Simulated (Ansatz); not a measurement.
The input, for Ansatz 0.2.0:

```yaml
crystal:
  periodic: [false, false, false]
  atoms:
    - {symbol: Br, position_ang: [0.000000, -0.034668, 0.010507]}
    - {symbol: H, position_ang: [0.000000, 1.782556, -1.889318]}
    - {symbol: H, position_ang: [0.000000, 0.965707, 1.056354]}
basis:
  gaussian: {orbitals: aug-cc-pVDZ}
total_charge: 1
magnetization: {spin_polarized: true, initial_magnetization: 0}
correlation: {method: mp2, electrons: outside_noble_gas}
```

```sh
$ ansatz run in.yaml --threads 1 --pin off --events-out ev --progress --plain --max-ram 2393MiB
```

Log:

```
561 factors; integrals over basis functions are off by at most 1.1e-3 eV
mean field evaluation 1: about -70014.1586 eV, gradient 1.5e1 eV
mean field evaluation 2: about -70014.1584 eV, gradient 1.5e1 eV
mean field evaluation 4: about -70016.3831 eV, gradient 1.3e0 eV
mean field evaluation 8: about -70016.4131 eV, gradient 5.3e-5 eV
mean field evaluation 16: about -70017.3693 eV, gradient 1.9e-1 eV
mean field evaluation 32: about -70017.2036 eV, gradient 2.6e0 eV
mean field evaluation 64: about -70017.2036 eV, gradient 2.6e0 eV
mean field -70017.36986575 eV, -2573.0908830886 hartree, gradient 2.8e-6 eV, S^2 0.816567; 11 other end points of the search recorded, 0 dependent functions left out
14 core orbitals not correlated: weight in the atoms' cores, before any rotation towards them, 1.000 or more for the frozen orbitals, at most 0.000 for the correlated occupied ones
reference -70017.36986575 eV, -2573.0908830886 hartree; 4, 4 occupied and 36, 36 virtual orbitals, 561 factors
second order -3.01911307 eV of doubles, -0.00000000 eV of singles
Total energy: -70020.38897882 eV, -2573.2018334474 hartree
```

Ran on 1 thread of AMD EPYC 9B14, shared host: 1.7 s wall, 0.23 GiB peak host memory.
